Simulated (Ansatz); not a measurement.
We consider litharge SnO, described by HSE06 in Ansatz (plane waves, PAW).

Numerical settings: plane-wave cutoff 520 eV, 8×8×6 k mesh (along the axes of the cell as run), scalar-relativistic PAW data made under PBE.

Computed at the level's own relaxed cell.

### Question
What does this level give for the elastic constant C13, elastic constant C11, Young modulus, elastic constant C66, elastic constant C12, elastic constant C33 and elastic constant C44?

### Answer

- elastic constant C13 = 9.79 GPa
- elastic constant C11 = 98.1 GPa
- Young modulus = 58.4 GPa
- elastic constant C66 = 87.5 GPa
- elastic constant C12 = 88.8 GPa
- elastic constant C33 = 22.2 GPa
- elastic constant C44 = 25.0 GPa

Note: the cell comes from a level without a dispersion term, which matters for the spacing of layers, chains or molecules; the cell has widely spaced layers and the level no dispersion term, so their spacing and the moduli can rest on weak binding.

Elastic constants are with the ions relaxed.

Spin–orbit coupling is not included.

The computed numbers hold no vibrational or temperature effects.

Computing time: roughly 4 core-hours.

Ansatz is a first-principles code.
